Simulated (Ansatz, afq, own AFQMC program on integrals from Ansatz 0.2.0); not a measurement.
**PtN2, triplet: AFQMC among the cluster methods**

```
atom   x (Å)    y (Å)    z (Å)
  Pt  0.0000   0.0180   1.7500
   N  0.0000  -0.1211  -0.3381
   N  0.0000   0.1031  -1.4119
```

Connectivity, by distances: Pt–N–N.

Basis def2-SVP with its core potentials. Only valence electrons are correlated. AFQMC by an in-house program on the Cholesky factors that Ansatz 0.2.0 writes for its CCSD(T) run. ph-AFQMC/CISD is guided by a CISD state made of CCSD amplitudes; releasing the constraint for a short imaginary time cuts its bias at the price of noise, slowly where states lie close. Error bars are statistical, one sigma. No spin–orbit coupling. The metal's outer-core s and p shells are frozen, which shifts wave-function levels against functionals.

Determinant: UHF, the one that the program's search chose, which needn't be the lowest solution. The geometry is a point of a scan.

No full CI on the walks' own integrals is used here; CCSDT(Q) serves as the reference and is uncertain by about the last step of the cluster series.

Cautions: no spin-orbit coupling; outer-core shells of the metal frozen; lower spins were not checked; higher spins were not checked; the released energies have errors that jump between times, so the bars are unsure, so no released level is given (meV from the phaseless value at times in 1/Eh: -12 ± 8 at 0.24, -23 ± 6 at 0.60, 68 ± 84 at 1.20, 2 ± 15 at 1.80, -50 ± 18 at 2.60), though the last usable value meets CCSDT(Q) within the noise.

The T1 diagnostic is 0.0198. The weight of the determinant in the CISD state is 0.829, the ⟨S²⟩ of the determinant is 2.020 and the size of the correlated space is 20 electrons in 54 orbitals.

Reference: CCSDT(Q), correlation energy -14.822 eV.

```tsv
level	E − E(reference) (meV)	share of correlation (%)
HF	14822.4	0.00
MP2	432.8	97.08
CCSD	579.7	96.09
CCSD(T)	64.1	99.57
CCSDT	61.6	99.58
ph-AFQMC/HF	53.3 ± 53.1	99.64
ph-AFQMC/CISD	25.6 ± 7.4	99.83
```

A walk keeps the symmetry of its determinant, which the program's search chose and which needn't be the lowest solution, so a lower state of the same spin and another symmetry isn't excluded.
